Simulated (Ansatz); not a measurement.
System: C3H3, net charge -1, singlet state. It need not be the lowest isomer of its formula. Whether it binds its extra electron was not tested at this geometry. 
Structure (B3LYP-D3(BJ)/def2-TZVP (Ansatz, an electronic-structure program) minimum search):
```xyz
6

C     -0.0116    -0.0264     0.8318
C      0.0105    -0.7571    -0.6280
C      0.0060     0.5557    -0.5132
H      0.8884    -0.0678     1.4598
H     -0.9287    -0.0719     1.4343
H      0.0112     1.5065    -1.0375
```
Charge -1, spin multiplicity 1.

Basis-set convergence of Hartree-Fock and CCSD(T) correlation energies (hartree) with Ansatz. Valence correlation only, unless marked. No spin-orbit coupling. Non-relativistic. This anion needs diffuse functions, which these sets lack.

```tsv
basis	functions	E(HF)	E(corr, CCSD(T))
cc-pVDZ	-	-115.18737	-0.44735
cc-pVTZ	132	[?]	[?]
```

Problem. Fill in the missing entries.

Solution. 
- cc-pVTZ, E(HF): -115.22349
- cc-pVTZ, E(corr, CCSD(T)): -0.53800
